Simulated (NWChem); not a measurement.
# One shape, several levels: HF (SMILES F)

Wanted: a comparison of 6 runs (B3LYP/6-31G*, CAM-B3LYP/cc-pVTZ, wB97X/cc-pVTZ, MP2/cc-pVTZ, CR-CCSD(T)/cc-pVTZ, MP3/cc-pVTZ) of HF. 

The results are computed with NWChem 7.3.0.

20 further runs of the same task are left out: 20 set aside as unsound or not needed.

### 1 The molecule

HF has 2 atoms, charge 0, and is taken as a singlet. SMILES: `F`. The F1–H2 distance was set to 1.058 Å, away from the relaxed value.

Bond lengths: F1–H2 1.058 Å.

### 2 The energy at B3LYP/6-31G(d) (Cartesian functions) (run 1)

The input, input.nw:

```
start input
memory stack 880 mb heap 220 mb global 1100 mb
geometry noautosym nocenter noautoz
  F     -0.507038     0.187994    -0.255339
  H      0.390000    -0.144600     0.196400
end
basis
  * library 6-31G*
end
dft
  xc b3lyp
  mult 1
  grid xfine
  convergence energy 1e-08
  iterations 100
  mulliken
  print low
end
task dft energy
```

Command:

```console
$ nwchem input.nw > input.out
```

Output:

```text
[...]
 d= 0,ls=0.0,diis     1   -100.3676332322 -1.05D+02  4.86D-02  3.47D-01     0.1
[...]
 d= 0,ls=0.0,diis     6   -100.4082761795 -6.70D-09  1.78D-06  3.35D-09     0.4
         Total DFT energy =     -100.408276179488
      One electron energy =     -149.500087890709
           Coulomb energy =       55.396881021758
    Exchange-Corr. energy =      -10.806576966244
 Nuclear repulsion energy =        4.501507655707
[...]
      Total Density - Mulliken Population Analysis
     ---------------------------------------------
    Atom       Charge   Shell Charges
 -----------   ------   -------------------------------------------------------
    1 F    9     9.44   1.99  0.94  3.27  1.01  2.18  0.05
    2 H    1     0.56   0.38  0.17
[...]
```

It took 0.94 s on 1 thread of AMD EPYC 9R45 (Zen 5), shared host; peak memory 0.11 GiB.

### 3 A single-point energy at CAM-B3LYP/cc-pVTZ (run 2)

The input, work.nw:

```
START work
memory total 2200 mb
charge 0

GEOMETRY units angstrom noautosym nocenter noautoz
 F    -0.507038    0.187994   -0.255339
 H     0.390000   -0.144600    0.196400
END

BASIS spherical bse
 * library cc-pVTZ
END

DFT
 xc xcamb88 1.00 lyp 0.81 vwn_5 0.19 hfexch 1.00
 cam 0.33 cam_alpha 0.19 cam_beta 0.46
 grid xfine
 convergence energy 1e-08
 direct
 maxiter 100
 mulliken
 print low
END

TASK dft energy
```

Command:

```console
$ nwchem work.nw > work.out
```

Output:

```text
[...]
 d= 0,ls=0.0,diis     1   -100.3991203598 -1.05D+02  9.78D-03  4.43D-01     0.4
[...]
 d= 0,ls=0.0,diis     8   -100.4430478855 -2.91D-11  2.66D-08  8.34D-13     2.4
         Total DFT energy =     -100.443047885518
      One electron energy =     -149.424537306080
           Coulomb energy =       55.234248341133
    Exchange-Corr. energy =      -10.754266576278
 Nuclear repulsion energy =        4.501507655707
[...]
      Total Density - Mulliken Population Analysis
     ---------------------------------------------
    Atom       Charge   Shell Charges
 -----------   ------   -------------------------------------------------------
    1 F    9     9.36   1.94  0.28  1.04  0.67  1.58  2.31  1.54  0.00  0.01  0.00
    2 H    1     0.64   0.20  0.30  0.05  0.01  0.07  0.01
[...]
```

Run time: 2.9 s. Hardware: 1 thread of AMD EPYC 9R45 (Zen 5), shared host; peak memory 0.11 GiB.

Runs 3 to 5 aren't shown in full; the table further down has their settings and results.

### 4 A single-point energy at MP3/cc-pVTZ (run 6)

The input, fh.nw:

```
start fh
memory 2200 mb
charge 0

geometry units bohr noautosym nocenter noautoz
F  -0.95816295  0.35525717 -0.48252078
H   0.73699319 -0.27325440  0.37114221
end

basis spherical bse
* library cc-pVTZ
end

scf
thresh 1e-08
maxiter 80
noprint "final vectors analysis"
end

tce
scf
mbpt3
freeze core 1
maxiter 60
end

task tce energy
```

Command:

```console
$ nwchem fh.nw > fh.out
```

Output:

```text
[...]
  functions       =    44
[...]
  wavefunction    = RHF
[...]
         Total SCF energy =   -100.035206760136
      One-electron energy =   -149.461677598149
      Two-electron energy =     44.924963499612
 Nuclear repulsion energy =      4.501507338400
        Time for solution =      0.8s
[...]
         Wavefunction type : Restricted Hartree-Fock
          No. of electrons :    10
[...]
         Spin multiplicity : singlet
[...]
```

It took 2 s on 1 thread of AMD EPYC 9R45 (Zen 5), shared host; peak memory 0.2 GiB.

### 5 All runs side by side

```csv
run,level,Cartesian functions,integration grid,energy (Eh),wall time
1,B3LYP/6-31G* (Cartesian functions),yes,xfine,-100.408276,0.94 s
2,CAM-B3LYP/cc-pVTZ,no,xfine,-100.443048,2.9 s
3,wB97X/cc-pVTZ,no,xfine,-100.442716,4.8 s
4,MP2/cc-pVTZ,no,–,-100.313662,1.4 s
5,CR-CCSD(T)/cc-pVTZ,no,–,-100.321309,3.3 s
6,MP3/cc-pVTZ,no,–,-100.312206,2 s
```

### 6 Summary of results

| quantity | value |
| --- | --- |
| run 6: total energy | -100.31221 Eh |
| run 6: correlation energy (1 core orbital frozen) | -277.0 mEh |

Totals of different functionals can't be ranked against each other. All runs together took 15 s, the longest 4.8 s.
